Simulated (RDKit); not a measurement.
RDKit input (MMFF94):

```python
from rdkit import Chem
from rdkit.Chem import AllChem, rdDetermineBonds

mol = Chem.MolFromXYZFile('mol.xyz')
rdDetermineBonds.DetermineBonds(mol, charge=-1)
print('SMILES', Chem.MolToSmiles(Chem.RemoveHs(mol)))
ff = AllChem.MMFFGetMoleculeForceField(mol, AllChem.MMFFGetMoleculeProperties(mol))
e0 = ff.CalcEnergy()
flag = ff.Minimize(maxIts=5000, forceTol=1e-5)
print(f'energy {e0:.4f} -> {ff.CalcEnergy():.4f} kcal/mol, converged: {flag == 0}')
print(Chem.MolToXYZBlock(mol))
```
mol.xyz:
```
9

C      0.00724967    -0.72295051     0.71906962
C      0.04562440     0.68254748     0.81501059
C     -0.04432848    -0.81177839    -0.68647340
C     -0.00734761     0.73271783    -0.72878450
H      0.01502855    -1.49867503     1.49062995
H     -0.51892031     1.32167605     1.50036933
H      0.52058812    -1.48799353    -1.33494466
H      0.87841978     1.16576513    -1.21872836
H     -0.90230394     1.21600897    -1.15026007
```

**Question.** Which steric energies does it print, before and after the minimisation?

**Answer.** 41.76 and 7.62 kcal/mol. They count from the force field's own zero for this bonding and are no heats of formation.
